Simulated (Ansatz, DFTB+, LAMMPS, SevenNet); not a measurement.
**hcp Be, elastic constant C12**

Reference value: 27.6 ± 0.8 GPa (measured, 0 K, extrapolated to 0 K; as tabulated in Elastic Constants of Single Crystal Beryllium, J. Appl. Phys., doi …).

Task: What do Lennard-Jones jacobson2022, GFN1-xTB as cut by DFTB+, SevenNet-0, SevenNet-l3i5, LDA, PBE, PBEsol, r²SCAN give, and how far is each from the reference?

Result: 
```
level (code)                         value (GPa)  cell (Å³/atom)  difference (%)
-----------------------------------  -----------  --------------  --------------
Lennard-Jones jacobson2022 (LAMMPS)          399            8.05           +1346
GFN1-xTB as cut by DFTB+                    38.4           10.64             +39
SevenNet-0                                   104            7.94            +277
SevenNet-l3i5                                125            7.94            +353
LDA (Ansatz)                                25.8            7.55            -6.5
PBE (Ansatz)                                21.2            7.91             -23
PBEsol (Ansatz)                             22.0            7.84             -20
r²SCAN (Ansatz)                             18.6            7.91             -33
```

Of the ranked levels LDA (-6.5 %) comes nearest. Farthest off among them: Lennard-Jones jacobson2022 (+1346 %).

The measured value isn't corrected to a static lattice, so vibrations enter the comparison.  GFN1-xTB as cut by DFTB+: the relaxed volume lies over a fifth from the starting cell. GFN1-xTB as cut by DFTB+: the method was fitted mainly to molecules. GFN1-xTB as cut by DFTB+: codes differ in how they cut the long-range tail of xTB's charge interaction in a crystal, so the value belongs to this code. Each level is taken at its own relaxed cell. Cutoffs differ between the levels. Ansatz's density-functional and Hartree–Fock values are scalar-relativistic unless marked +SOC, with PAW data made under PBE.

Empirical potentials (Lennard-Jones jacobson2022) are fitted to chosen data: where that held the value shown, agreement is built in, and what lay outside the fit can be far off. Machine-learned potentials (SevenNet-0, SevenNet-l3i5) are trained on DFT data: a solid inside that data is no test of them.

Differences are worked out from the printed values.

Ansatz is a quantum-chemistry and plane-wave program.
